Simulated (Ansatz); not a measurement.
Counterpoise correction, worked out

The pair of HF (SMILES F, atoms 1–2) and CH3F (SMILES CF, atoms 3–7), both closed shells, in one local arrangement (a lower one may exist), relaxed at PBE0-D4/def2-TZVP:

```xyz
7
angstrom
F -0.3604 -0.2534 -2.3784
H 0.1593 0.1162 -1.7007
C -0.0020 -0.0029 0.8695
F 0.7799 0.5597 -0.1394
H 0.6270 -0.6785 1.4487
H -0.8248 -0.5462 0.4045
H -0.3790 0.8053 1.4958
```

Computed with Ansatz 0.2.0 (basis: def2-TZVPPD); correlated methods freeze the cores.

CCSD(T) total energies in eV:

| system | geometry | basis functions | energy |
| --- | --- | --- | --- |
| pair | pair | all | -6528.71015 |
| HF | as in the pair | all (partner as ghosts) | -2730.62081 |
| CH3F | as in the pair | all (partner as ghosts) | -3797.85638 |
| HF | as in the pair | its own | -2730.60963 |
| CH3F | as in the pair | its own | -3797.84105 |
| HF | free (PBE0-D4 minimum) | its own | -2730.61345 |
| CH3F | free (PBE0-D4 minimum) | its own | -3797.83986 |

Q: Work out the interaction energy with and without the counterpoise correction, the superposition error, and the binding energy from the relaxed fragments.

A: Without correction: -6528.71015 − (-2730.60963) − (-3797.84105) = -0.25947 eV.
With correction (each fragment in the whole basis): -6528.71015 − (-2730.62081) − (-3797.85638) = -0.23296 eV = -5.37 kcal/mol.
The superposition error is the difference, 0.02651 eV, 10 % of the uncorrected value: each fragment borrows its partner's functions.
Deformation from the free shapes: 0.00382 eV for HF and -0.00119 eV for CH3F (a small negative value is possible, since the free shapes are minima of another method).
Binding energy from relaxed fragments: -0.23296 + 0.00382 + (-0.00119) = -0.23033 eV = -5.31 kcal/mol (electronic, without zero-point energy; negative means bound). For comparison, the corrected interaction energy by CCSD(T) at an estimated basis limit (MP2 extrapolated from triple and quadruple zeta, plus CCSD(T) − MP2 in triple zeta) is -0.255 eV; triple zeta with the correction binds less.

No T1 diagnostic of these runs exceeds 0.011.

For scale, one of the runs: CCSD(T)/def2-TZVPPD, 185 basis functions, launched by `ansatz run in.yaml --threads 2 --pin off --events-out ev --progress --plain --max-ram 5222MiB`. Hardware: 2 CPU threads of an Arm Neoverse V2, shared host. Wall time 49 s; peak host memory 2 GiB.
